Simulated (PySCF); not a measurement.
**Löwdin shares of the frontier orbitals**

Species: C5H10P (charge +1).
Geometry (GFN2-xTB, Å), atoms numbered from 1 in this order:
```xyz
16
C5H10P angstrom
C     -2.7218   -0.3758   -0.3147
C     -1.4408   -0.4351    0.5118
P     -0.0428    0.2384   -0.4803
C      0.9904    1.5321    0.1738
C      1.6738    0.3934    0.0566
C      2.9259   -0.3241    0.2323
H     -2.9532    0.6440   -0.6174
H     -3.5512   -0.7471    0.2822
H     -2.6465   -0.9986   -1.2044
H     -1.5189    0.1680    1.4211
H     -1.2123   -1.4650    0.8006
H     -0.3298    0.3726   -1.8255
H      1.0684    2.5513    0.4884
H      2.7851   -1.1981    0.8687
H      3.6679    0.3332    0.6835
H      3.2979   -0.6801   -0.7292
```

Theory: PySCF 2.14.0, density-fitted response routines, TDDFT CAM-B3LYP/def2-SVPD, vertical, gas phase, core orbitals frozen in the response. GFN2-xTB frequencies show an imaginary mode (33i cm⁻¹), so this geometry is no minimum at that level.

Kohn–Sham orbitals with the atoms that hold most of them (Löwdin shares over 4%, at most four atoms; ? is withheld):

| orbital | ε (eV) | atoms |
| --- | --- | --- |
| HOMO-3 | -16.23 | C1 33%, H9 18%, C2 16%, H10 8% |
| HOMO-2 | -15.93 | C1 18%, C4 16%, P3 10%, C2 10% |
| HOMO-1 | -14.93 | ? |
| HOMO | ? | C4 28%, C5 24%, P3 12%, C2 8% |
| LUMO | -4.41 | ? |
| LUMO+1 | -4.15 | C5 26%, C4 26%, P3 20%, C2 6% |
| LUMO+2 | -2.96 | P3 26%, H12 24%, C2 19%, C4 10% |

Problem. Which atoms hold the HOMO-1, and with what shares?

Solution. P3 (bonded to 3 C and H) 29%; C5 (bonded to 2 C and P) 19%; C4 (bonded to C, P and H) 14%; C6 (bonded to C and 3 H) 10%. By element: carbon 43% or more, phosphorus 29%.

Problem. Give the leading atoms of the LUMO.

Solution. P3 (bonded to 3 C and H) 27%; C5 (bonded to 2 C and P) 24%; C4 (bonded to C, P and H) 22%; H12 (bonded to P) 8%. By element: carbon 45% or more, phosphorus 27%, hydrogen 8% or more.

Problem. What is the HOMO energy, and the HOMO–LUMO gap?

Solution. ε(HOMO) = -14.62 eV; the gap is 10.22 eV (0.3755 hartree).

Problem. How does S1 compare with the orbital gap of 10.22 eV?

Solution. S1 is at 6.48 eV (f = 0.0074), 3.74 eV below the gap, made of HOMO→LUMO (64%), HOMO→LUMO+1 (30%). Without the coupling terms of the response equations the lowest excitation would equal the gap.

Next come S2 at 6.51 eV (f 0.0041), HOMO-1→LUMO (55%), HOMO-1→LUMO+1 (38%); S3 at 7.04 eV (f 0.085), HOMO→LUMO+1 (56%), HOMO→LUMO (19%); S4 at 7.52 eV (f 0.135), HOMO-1→LUMO+1 (28%), HOMO-1→LUMO (20%), HOMO-2→LUMO (14%); S5 at 7.57 eV (f 0.094), HOMO-2→LUMO (29%), HOMO-1→LUMO+1 (24%), HOMO-1→LUMO (14%).

One conformer stands for the species.
